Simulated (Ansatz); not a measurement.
**SiH4+ (doublet): from Hartree-Fock to the top rungs, def2-QZVPP**

An exercise on one series of results from a longer session: the logs are not shown, and one member is left open.

Method: def2-QZVPP, core rule «outside noble gas», up to 5 orbitals frozen; program: Ansatz 0.2.0, Gaussian basis.

Plan: UHF; ROHF; CCSD(T) on UHF.

## What is computed

The geometry is a PBE0/def2-TZVP stationary point (not a proven minimum).

5 atoms, charge 1, spin multiplicity 2.

Atoms are counted from 1 here; the program's logs count them from 0.

Bond lengths: Si1–H2 1.538 Å, Si1–H3 1.538 Å, Si1–H4 1.538 Å, Si1–H5 1.538 Å. Angles: H2–Si1–H3 90.0°, H2–Si1–H4 90.0°, H2–Si1–H5 180.0°, H3–Si1–H4 180.0°, H3–Si1–H5 90.0°, H4–Si1–H5 90.0°.

Set-up of the first run:

in.yaml

```yaml
crystal:
  periodic: [false, false, false]
  atoms:
    - {symbol: Si, position_ang: [0.000000, 0.000000, 0.000000]}
    - {symbol: H, position_ang: [-0.011166, 1.090859, 1.083779]}
    - {symbol: H, position_ang: [-0.016843, -1.083830, 1.090736]}
    - {symbol: H, position_ang: [0.016843, 1.083830, -1.090736]}
    - {symbol: H, position_ang: [0.011166, -1.090859, -1.083779]}
basis:
  gaussian: {orbitals: "def2-QZVPP.json"}
total_charge: 1
magnetization: {spin_polarized: true, initial_magnetization: 1}
hamiltonian: {xc: hf}
output: {orbitals: {seedname: orbitals}}
```

The run is started by

```bash
$ ansatz run in.yaml --threads 1 --pin off --events-out ev --progress --plain --max-ram 4096MiB --backend cpu
```

Steps of the session up to this table: UHF; ROHF; CCSD(T) on UHF.

One of the session's tables, all rows but one given; the rest of the session is left out.

It belongs to the step «Misses and costs». 

| method | from UCCSD(T) (meV) |
| --- | --- |
| ROHF | +4756.9 |
| UHF | +4424.1 |
| UMP2 | ? |
| UCCSD | +120.8 |
| UCCSD(T) | 0 |

Estimate the missing values for UMP2.

As computed: from UCCSD(T) (meV): +911.4. In the column «from UCCSD(T) (meV)» it lies between UCCSD (+120.8) and UHF (+4424.1).
